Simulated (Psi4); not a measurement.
Psi4 input (wB97X-D/6-31G*):

```
memory 1500 MB

molecule {
0 2
N     0.00159167    0.00124015    1.33862038
C    -0.00164628   -0.00128270   -1.38454824
C     0.00454094    1.14182373    0.65581616
C    -0.00297884   -1.14060661    0.65793964
C    -0.00486242   -1.20833868   -0.74203708
C     0.00309513    1.20696169   -0.74428417
H     0.00825189    2.05866771    1.23698913
H    -0.00530568   -2.05637217    1.24081758
H    -0.00861285   -2.16324948   -1.25072209
H     0.00563376    2.16092832   -1.25474511
symmetry c1
no_reorient
no_com
}

set {
  basis 6-31G*
  reference uks
  scf_type pk
  dft_radial_points 99
  dft_spherical_points 590
  e_convergence 1e-8
  d_convergence 1e-7
  maxiter 150
}

e = energy('wb97x-d')
print_out(f'\nFINAL {e:.10f} DIPOLE {variable("CURRENT DIPOLE")[0]:.6f} {variable("CURRENT DIPOLE")[1]:.6f} {variable("CURRENT DIPOLE")[2]:.6f}\n')
```

From the last part of the output:

```
              A
    DOCC [    20 ]
    SOCC [     1 ]
    NA   [    21 ]
    NB   [    20 ]

  @UKS Final Energy:  -247.50678337832616

   => Energetics <=

    Nuclear Repulsion Energy =            197.8327569748787766
    One-Electron Energy =                -724.4172129330032703
    Two-Electron Energy =                 303.4794966468634811
    DFT Exchange-Correlation Energy =     -24.3991326198356973
    Empirical Dispersion Energy =          -0.0026914472294126
    VV10 Nonlocal Energy =                  0.0000000000000000
    Total Energy =                       -247.5067833783261619

  UHF NO Occupations:
  HONO-2 :   19  A 1.9992767
  HONO-1 :   20  A 1.9967712
  HONO-0 :   21  A 1.0000000
  LUNO+0 :   22  A 0.0032288
  LUNO+1 :   23  A 0.0007233
  LUNO+2 :   24  A 0.0003578
  LUNO+3 :   25  A 0.0001673

Computation Completed

Properties will be evaluated at   0.000000,   0.000000,   0.000000 [a0]

Properties computed using the SCF density matrix

 Multipole Moments:

 ------------------------------------------------------------------------------------
     Multipole            Electronic (a.u.)      Nuclear  (a.u.)        Total (a.u.)
 ------------------------------------------------------------------------------------

 L = 1.  Multiply by 2.5417464519 to convert [e a0] to [Debye]
 Dipole X            :         -0.0005753           -0.0000000           -0.0005753
 Dipole Y            :         -0.0004483            0.0000000           -0.0004483
 Dipole Z            :         -0.4838484            0.0000001           -0.4838483
 Magnitude           :                                                    0.4838489

 ------------------------------------------------------------------------------------

FINAL -247.5067833783 DIPOLE -0.000575 -0.000448 -0.483848

*** Psi4 exiting successfully. Buy a developer a beer!
```
